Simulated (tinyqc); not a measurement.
Ways to converge the cycle: SCF convergence aids in the sto-3g basis, for NH3+, spin multiplicity 2. Computed by the program tinyqc with PySCF. UHF with one setting changed at a time; a run stops when the energy changes by less than 1e-09 hartree and the error matrix is below 1e-5. The start is the core Hamiltonian. Damping d keeps d of the old density; a shift (hartree) raises the virtual levels; DIIS n extrapolates F over n matrices.

Geometry (angstrom):

| atom | x | y | z |
|---|---|---|---|
| N | 0.0000 | 0.0000 | 0.2980 |
| H | 1.0790 | 0.0000 | 0.0000 |
| H | -0.5390 | 0.9340 | 0.0000 |
| H | -0.5390 | -0.9340 | 0.0000 |

lowest solution found by these runs and by PySCF with stability checks = -55.187108 hartree

Largest element of the error matrix X^T (FDS - SDF) X:

| iteration | plain | damping 0.3 | damping 0.6 | shift 0.4 | DIIS 3 | DIIS 8 |
|---|---|---|---|---|---|---|
| 1 | 3.3e-01 | 3.3e-01 | 3.3e-01 | 3.3e-01 | 3.3e-01 | 3.3e-01 |
| 2 | 8.4e-02 | 9.0e-02 | 2.2e-01 | 1.4e-01 | 8.4e-02 | 8.4e-02 |
| 3 | 1.5e-02 | 2.7e-02 | 1.3e-01 | 2.6e-02 | 1.6e-02 | 1.6e-02 |
| 4 | 5.7e-03 | 1.6e-02 | 8.0e-02 | 1.2e-02 | 3.6e-03 | 3.6e-03 |
| 5 | 2.7e-03 | 9.6e-03 | 4.7e-02 | 6.5e-03 | 1.8e-03 | 1.6e-03 |
| 6 | 1.4e-03 | 5.8e-03 | 2.8e-02 | 3.7e-03 | 7.4e-04 | 7.0e-04 |
| 8 | 7.2e-04 | 2.2e-03 | 1.2e-02 | 1.4e-03 | 8.1e-05 | 7.9e-06 |
| 10 | 3.5e-04 | 9.7e-04 | 7.3e-03 | 8.2e-04 | 4.8e-06 | - |
| 14 | 8.6e-05 | 3.9e-04 | 2.7e-03 | 2.9e-04 | - | - |
| 20 | 1.0e-05 | 9.5e-05 | 6.9e-04 | 6.1e-05 | - | - |
| 30 | - | 9.1e-06 | 2.0e-04 | - | - | - |
| 45 | - | - | 2.9e-05 | - | - | - |

How each run ends:

| run | iterations | E (hartree) | state |
|---|---|---|---|
| plain | 22 | -55.18711 | lowest found |
| damping 0.3 | 31 | -55.18711 | lowest found |
| damping 0.6 | 54 | -55.18711 | lowest found |
| shift 0.4 | 28 | -55.18711 | lowest found |
| DIIS 3 | 10 | -55.18711 | lowest found |
| DIIS 8 | 9 | -55.18711 | lowest found |

What does the comparison show, and why?

6 of 6 runs reach the lowest solution found, in 9 to 54 iterations (fastest: DIIS 8). Plain steps already contract here, so damping only slows them. DIIS 3 and DIIS 8 gain by cancelling the error over several earlier matrices, much as a quasi-Newton step does.
